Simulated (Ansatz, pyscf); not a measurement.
H₂N–NH–SiH₃ -> H₂N–SiH₂–NH₂, a concerted two-bond exchange on the singlet surface: N–N, H–Si broken, N–Si, H–N formed. PySCF, gas phase, ωB97X-D3(BJ)/def2-SVP geometries. Wave-function energies: Ansatz (a program for electronic structure), frozen core, RHF or UHF references. In kcal/mol, from the reactant's lowest minimum found.

```
level                 barrier  reaction energy
--------------------  -------  ---------------
M06-2X/def2-TZVP        68.04           -58.29
PBE/def2-TZVP           51.26           -53.93
CCSD(T)/cc-pV(D+d)Z     62.94           -51.36
CCSDT(Q)/cc-pV(D+d)Z    61.77           -51.35
CCSD(T)/cc-pV(T+d)Z     60.26           -58.37
CCSD(T)/cc-pV(Q+d)Z     60.21           -59.41
```

In cc-pV(D+d)Z, going from CCSD(T) to CCSDT(Q) shifts the barrier by -1.17 and the reaction energy by +0.01 kcal/mol. With HF in the quadruple-zeta basis and the correlation energy extrapolated as X⁻³ from X = 3, 4, CCSD(T) gives 60.11 and -59.87; adding the double-zeta shift gives ΔE‡ = 58.94 and ΔE = -59.86 kcal/mol, without core correlation, relativity or geometry relaxation at these levels. This is the saddle that the search found; another between the same sides may lie lower. A restricted solution here is unstable towards spin polarisation, so biradical character is likely and single-reference numbers are less safe. The largest closed-shell T1 diagnostic is 0.036, which may signal static correlation.
